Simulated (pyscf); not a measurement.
Hydrogen abstraction: H₃Si–SiH₂–Cl (SMILES [SiH3][SiH2]Cl) + H• (SMILES [H]) → H₃Si–SiH•–Cl (SMILES [SiH3][SiH]Cl) + H₂ (SMILES [H][H])

Gas phase, doublet surface, charge 0. Bonds broken: Si1–H4. Bonds formed: H3–H4. Single points on ωB97X-D3(BJ)/def2-SVP structures (PySCF, gas phase).

Transition state (Å):

```xyz
9

Si     1.0457    -0.6501     0.4029
Si    -0.3741     0.9067     1.3969
H     -0.0896    -3.2409     0.2020
H      0.3891    -2.0675     0.3462
H      2.3624    -0.7703     1.0888
H      0.2733     2.2495     1.3764
H     -0.6599     0.5111     2.8072
H     -1.6465     0.9519     0.6223
Cl     1.3698    -0.0240    -1.5487
```

One imaginary mode, 902i cm⁻¹; descent along it reached the two sides named.

```csv
bond,change,reactant side (Å),saddle,product side
Si1–H4,breaks,1.488,1.563,3.1
H3–H4,forms,3.4,1.275,0.760
```

Electronic energies relative to the separated reactants (kJ/mol):

```
level                   barrier  reaction energy  reverse barrier
----------------------  -------  ---------------  ---------------
ωB97X-D3(BJ)/def2-TZVP     17.1            -64.0             81.1
PBE/def2-TZVP              -2.0            -75.8             73.9
r²SCAN/def2-TZVP           -6.7            -80.2             73.5
B3LYP-D3(BJ)/def2-TZVP     -2.0            -79.6             77.5
PBE0-D3(BJ)/def2-TZVP       4.8            -67.5             72.3
M06-2X/def2-TZVP           19.8            -73.7             93.5
ωB97M-D3(BJ)/def2-TZVP     16.8            -63.5             80.3
HF/def2-TZVP               48.4            -39.8             88.2
```

With ωB97M-D3(BJ)/def2-TZVP energies and thermal terms (ideal gas, 1 atm, RRHO with modes under 100 cm⁻¹ raised to 100, one conformer, R ln 2 for chiral ones without a mode under 150 cm⁻¹), in kJ/mol:

```json
[
 {"T (K)": "298", "ΔH‡": "11.1", "ΔG‡": "36.8", "ΔH": "-59.3", "ΔG": "-65.3"},
 {"T (K)": "600", "ΔH‡": "10.0", "ΔG‡": "63.3", "ΔH": "-59.5", "ΔG": "-71.5"},
 {"T (K)": "900", "ΔH‡": "9.4", "ΔG‡": "90.0", "ΔH": "-61.5", "ΔG": "-77.0"},
 {"T (K)": "1200", "ΔH‡": "8.7", "ΔG‡": "117.0", "ΔH": "-64.4", "ΔG": "-81.8"}
]
```

At PBE, r²SCAN, B3LYP-D3(BJ) this geometry lies under the reactants; that is no barrier but a single point on another level's saddle; such a level's own saddle, if it has one, lies nearer that side and is low. One saddle was located; it need not be the lowest between these sides. The angle at the transferred H is 175°.
